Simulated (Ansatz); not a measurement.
# AlH3O (singlet): from Hartree-Fock to the top rungs, cc-pVTZ

One table from this session's results is given with a row withheld; the runs are named, their logs left out.

The runs use Ansatz 0.2.0, Gaussian basis; cc-pVTZ, core rule «outside noble gas», up to 6 orbitals frozen.

Plan: UHF; CCSD(T) on RHF; BCCD(T) on RHF; CCSDT(Q) on RHF.

2 further runs of the same task are left out: 2 for a known fault of the program.

## The system

The geometry is a PBE0/def2-TZVP stationary point (not a proven minimum).

5 atoms, charge 0, spin multiplicity 1.

Atoms are counted from 1 here; the program's logs count them from 0.

Bond lengths: Al1–O2 1.656 Å, Al1–H3 1.581 Å, Al1–H4 1.581 Å, O2–H5 0.944 Å. Angles: O2–Al1–H3 118.7°, O2–Al1–H4 118.7°, H3–Al1–H4 122.6°, Al1–O2–H5 180.0°.

The first run:

in.yaml reads:

```yaml
crystal:
  periodic: [false, false, false]
  atoms:
    - {symbol: Al, position_ang: [0.000000, 0.000000, 0.599556]}
    - {symbol: O, position_ang: [0.000000, 0.000000, -1.056365]}
    - {symbol: H, position_ang: [0.000000, 1.386849, 1.359567]}
    - {symbol: H, position_ang: [0.000000, -1.386849, 1.359567]}
    - {symbol: H, position_ang: [0.000000, 0.000000, -2.000590]}
basis:
  gaussian: {orbitals: cc-pVTZ}
magnetization: {spin_polarized: true, initial_magnetization: 0}
hamiltonian: {xc: hf}
output: {orbitals: {seedname: orbitals}}
```

Launch:

```console
ansatz run in.yaml --threads 1 --pin off --events-out ev --progress --plain --max-ram 4096MiB --backend cpu
```

Among the steps run: UHF; CCSD(T) on RHF; BCCD(T) on RHF; CCSDT(Q) on RHF.

One of the session's tables, all rows but one given; the rest of the session is left out.

It belongs to the step «Misses and costs». 

```
   method  from RCCSDT(Q) (kJ/mol)
      RHF                   +941.4
     RMP2                    +74.5
    RCCSD                    +28.5
 RCCSD(T)                     +2.1
  BCCD(T)                     +1.9
   RCCSDT                        ?
RCCSDT(Q)                        0
```

Q: Estimate the row for RCCSDT from the others.

**Answer.** from RCCSDT(Q) (kJ/mol): +1.3. In the column «from RCCSDT(Q) (kJ/mol)» it lies between RCCSDT(Q) (0) and BCCD(T) (+1.9).

With the free atoms at the same levels and basis (separate runs), the atomisation energy is 15.210 eV at RCCSDT(Q), 15.211 eV at RCCSD(T), 11.309 eV at RHF.
